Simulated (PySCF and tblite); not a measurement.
Values are calculated unless marked as measured or tabulated.
C2H6S2, numbered as in [SH:1][CH2:2][CH2:3][SH:4].

Level: PBE0-D3(BJ)/def2-TZVP//PBE0-D3(BJ)/def2-SVP, thermal terms from GFN2-xTB, symmetry numbers and mirror pairs counted. Conformers within 4 kcal/mol (GFN2-xTB free energy) were kept, 5 at most. GIAO shieldings: PBE0/pcSseg-1. Shifts are against TMS (¹H), TMS (¹³C) at the same level. Codes: tblite and PySCF.

Question: List the conformer-averaged shifts at 298.15 K.

Answer: ¹H: 2.34 (H2/H3, 4H) ppm. ¹³C: 34.4 (C2/C3) ppm.

Question: How do the conformers differ?

Answer: Torsions listed: H1–S1–C2–C3, S1–C2–C3–S4, C2–C3–S4–H4. Of a mirror pair one member is shown.
```csv
conformer,shape,weight %
1,"-67°, -64°, 53°",39.0
2,"73°, -63°, 74°",22.4
3,"68°, 175°, 68°",16.4
4,"-68°, 180°, 68°",15.4
5,"-69°, -178°, -178°",6.8
```

| signal | 1 | 2 | 3 | 4 | 5 | average |
| --- | --- | --- | --- | --- | --- | --- |
| H2/H3 | 2.39 | 2.40 | 2.24 | 2.20 | 2.32 | 2.34 |
| C2/C3 | 35.0 | 33.6 | 34.7 | 34.7 | 31.6 | 34.4 |

H on N, O and S are left out: they exchange, and hydrogen bonds move them by several ppm. Shifts are unscaled: against experiment ¹³C can be off by 15 ppm or more and ¹H by 0.8 ppm. For its torsions the set is small; conformers may be missing.
